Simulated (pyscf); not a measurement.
Hydrogen abstraction: `[CH3][SiH]([Cl])[Cl]` + `[CH3]` [doublet] → `[CH3][Si]([Cl])[Cl]` [doublet] + `[CH4]`

Gas phase, doublet surface, charge 0. Bonds broken: Si2–H8. Bonds formed: H8–C9. PySCF, gas phase, ωB97X-D3(BJ)/def2-SVP geometries.

Transition state (Å):

```xyz
12

C      0.3263    -0.3437    -1.3944
Si    -1.1887    -0.1993    -0.3219
Cl    -1.6033    -2.0552     0.4926
Cl    -2.7898     0.3591    -1.5070
H      1.1922    -0.6647    -0.7942
H      0.5580     0.6252    -1.8640
H      0.1542    -1.0870    -2.1886
H     -1.1043     0.8457     0.8872
C     -1.2087     1.8226     2.1194
H     -2.1045     2.3968     1.8599
H     -0.2601     2.3688     2.0773
H     -1.3180     1.1136     2.9469
```

One imaginary mode, 1013i cm⁻¹; descent along it reached the two sides named.

```csv
bond,change,reactant side (Å),saddle,product side
Si2–H8,breaks,1.479,1.600,3.0
H8–C9,forms,3.2,1.576,1.100
```

Electronic energies relative to the separated reactants (kcal/mol):

| level | barrier | reaction energy | reverse barrier |
|---|---|---|---|
| ωB97X-D3(BJ)/def2-TZVP | 6.3 | -15.9 | 22.2 |
| PBE/def2-TZVP | 0.9 | -20.5 | 21.4 |
| r²SCAN/def2-TZVP | 4.9 | -15.9 | 20.7 |
| B3LYP-D3(BJ)/def2-TZVP | 4.1 | -16.8 | 20.9 |
| PBE0-D3(BJ)/def2-TZVP | 3.4 | -17.6 | 21.0 |
| M06-2X/def2-TZVP | 7.3 | -18.0 | 25.3 |
| ωB97M-D3(BJ)/def2-TZVP | 7.3 | -15.0 | 22.3 |
| HF/def2-TZVP | 20.6 | -7.4 | 28.0 |

With ωB97M-D3(BJ)/def2-TZVP energies and thermal terms (ideal gas, 1 atm, RRHO with modes under 100 cm⁻¹ raised to 100, one conformer, R ln 2 for rigid chiral ones), in kcal/mol:

```csv
T (K),ΔH‡,ΔG‡,ΔH,ΔG
298,7.1,16.2,-11.4,-11.2
600,7.5,25.2,-12.2,-10.7
900,8.2,34.0,-12.8,-9.8
1200,8.9,42.5,-13.2,-8.7
```

This is the saddle that the search found; another between the same sides may lie lower. The angle at the transferred H is 173°.
